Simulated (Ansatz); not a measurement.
Input for Ansatz (development build ahead of 0.2.0):

```yaml
crystal:
  periodic: [false, false, false]
  atoms:
    - { symbol: Cl, position_ang: [0.0, 0.0, -0.52338] }
    - { symbol: F, position_ang: [0.0, 0.0, 0.98861] }
basis:
  gaussian: { orbitals: cc-pVDZ }
hamiltonian:
  xc: hf
correlation:
  method: mp2
  frozen_orbitals: { Cl: 5, F: 1 }
```

The input is written out in the form of the current development build from the run's settings.

The run gave:

```json
{
 "Converged": "yes",
 "Reference energy": "-558.83379 hartree",
 "Correlation energy": "-0.31938 hartree",
 "Total energy": "-559.15317 hartree",
 "Spin squared of the determinant": "0.000"
}
```
